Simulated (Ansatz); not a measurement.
The first iterations of a band of CH2NO (5 atoms, charge -1, multiplicity 1).

All numbers below come from RKS B3LYP-D4/def2-SVP in Ansatz 0.2.0.

```
movable images  : 7
climbing image  : yes
spring          : 5.0 eV/Å²
optimiser       : quadratic models (default)
start path      : through a guess of the saddle point
force threshold : 0.05 eV/Å
iteration limit : 60
end points      : relaxed
```

First end point:

```xyz
5
Properties=species:S:1:pos:R:3
N -0.409 0.120 -0.415
C 0.929 -0.338 -0.056
O 0.935 -0.947 1.027
H -0.400 0.985 -0.958
H -1.055 0.180 0.401
```

Last end point:

```xyz
5
Properties=species:S:1:pos:R:3
N -0.376 0.505 -0.578
C 0.694 -0.124 -0.164
O 0.380 -0.800 1.026
H -0.123 0.991 -1.449
H -0.575 -0.572 1.165
```

| iteration | highest image above the first end (eV) | largest band force component (eV/Å) |
| --- | --- | --- |
| 1 | 2.446 | 5.187 |
| 2 | 1.695 | 2.400 |
| 3 | 1.733 | 3.139 |
| 4 | 1.412 | 0.966 |
| 5 | 1.386 | 0.923 |
| 6 | 1.340 | 0.572 |
| 7 | 1.325 | 0.351 |

Question: Does the band converge within its limit, and where does its top end?

Answer: The run converged. It ended after 22 iterations with the highest image 1.301 eV above the first end. A vibrational analysis at the climbing image gives one clearly imaginary mode, 1683i cm⁻¹: a first-order saddle point. The orbitals stay closed-shell, which can raise the energy where a bond breaks towards radicals; this wasn't checked here. Limits of this set-up: an anion without diffuse functions, the dipole of an ion depends on the origin.

Run time: 2.5 min on 1 thread of Arm Neoverse V1, on a shared host, peak memory 0.1 GiB.
